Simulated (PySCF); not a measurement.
Computed spin Hamiltonian

C5H4N (doublet state).
Cartesian coordinates in Å at the GFN2-xTB level; atoms count from 1:
```xyz
10
C5H4N angstrom
C      2.3647   -0.9261    0.1592
C      1.4147   -0.1689    0.0799
C      0.3401    0.6612    0.0307
C     -1.0294    0.2057    0.4198
C     -1.8111    0.0277   -0.7854
N     -2.3927   -0.0966   -1.7613
H      3.1940   -1.5660    0.2044
H      0.4518    1.6574   -0.3674
H     -1.5325    0.9561    1.0407
H     -0.9908   -0.7458    0.9570
```

The hyperfine couplings belong to this conformer and change with its torsions.

Identity: `[CH](CC#N)C#C` [radical].

Level of theory: UKS B3LYP, pcH-1 on C H N, non-relativistic, mean-field spin-orbit, GIAO (PySCF 2.14.0). One conformer (not necessarily the lowest) at the GFN2-xTB geometry, without solvent, vibrations or thermal averaging. The geometry wasn't refined by DFT: couplings that depend on bond lengths, twists or pyramidal angles can differ widely from those at the functional's own minimum. The SCF solution wasn't tested for stability.

| Property | Result |
| --- | --- |
| g1, g2, g3 | 2.00217, 2.00280, 2.00311 |
| g_iso | 2.00269 |
| Form of g | rhombic: the two nearest values differ by 34 % of g3 − g1 |
| ⟨S²⟩ | 0.7693 (exact 0.7500) |
| α and β electrons | 21, 20 |
| HOMO–LUMO gap, α and β orbitals | 6.32, 5.04 eV |
| Total energy | -247.57609 Eh |

Hyperfine couplings atom by atom, in G; T1 to T3 are the principal values of the dipolar part; ρ(0) is the spin density at the nucleus (MHz turned into gauss with g_iso; 10 G = 1 mT):

| atom | isotope | a_iso | T1 | T2 | T3 | Mulliken spin population | ρ(0) (bohr⁻³) |
| --- | --- | --- | --- | --- | --- | --- | --- |
| C1 | 13C | 16.2 | -16.3 | -12.2 | 28.5 | 0.56 | 0.0405 |
| C2 | 13C | -23.6 | -7.6 | -0.6 | 8.2 | -0.27 | -0.0590 |
| C3 | 13C | 24.7 | -22.3 | -21.9 | 44.2 | 0.77 | 0.0615 |
| C4 | 13C | -8.8 | -0.5 | 0.3 | 0.3 | -0.05 | -0.0220 |
| C5 | 13C | 22.3 | -1.1 | -0.8 | 1.9 | 0.02 | 0.0555 |
| N6 | 14N | 0.2 | -0.5 | -0.2 | 0.7 | 0.02 | 0.0017 |
| H7 | 1H | -15.2 | -7.2 | -0.7 | 7.8 | -0.02 | -0.0096 |
| H8 | 1H | -18.9 | -10.1 | -0.5 | 10.6 | -0.03 | -0.0119 |
| H9 | 1H | 18.6 | -1.3 | -1.1 | 2.5 | 0.02 | 0.0117 |
| H10 | 1H | 2.2 | -1.2 | -1.0 | 2.2 | 0.00 | 0.0014 |

The Mulliken spin populations are largest on C3 (+0.77), C1 (+0.56) and C2 (-0.27). The positive populations add up to 1.38 and the negative ones to -0.38, together 2S = 1. The angles at C3 add up to 359.8°, so it is planar; its axial dipolar tensor and the negative coupling of its proton fit spin in a p orbital normal to that plane.

Axes: g3 points within 10° of the C1–C2 bond.

Under fast tumbling the dipolar parts average out, and these isotropic splittings remain: 1 × 1H (H8, I = 1/2, 2 lines) with 1.89 mT, 1 × 1H (H7, I = 1/2, 2 lines) with 1.52 mT and 2 × 1H (H9/H10, I = 1/2, 3 lines) with 1.04 mT.

Nuclei that the bonding pattern makes equivalent are averaged, as if the motion that swaps them (rotation, inversion, ring flip) were fast. The 1H value of +29.1 MHz is a mean of couplings from 6.0 to 52.2 MHz in this one geometry, not an average over conformers.

The 13C coupling of C3 (69.2 MHz) shows only in satellite lines or after enrichment, since that isotope makes up about 1.07 % of natural carbon.

The spin density at the nucleus, in bohr⁻³, is negative for C2 (-0.0590), C4 (-0.0220) and H8 (-0.0119), for instance. A restricted open-shell determinant has no negative spin density anywhere; here it arises because α and β orbitals differ (spin polarisation).

Time: 12 s of wall time (grids of density and orbitals included); peak memory 0.66 GiB. Hardware: an AMD EPYC 9R45 with one thread, no GPU, shared host.
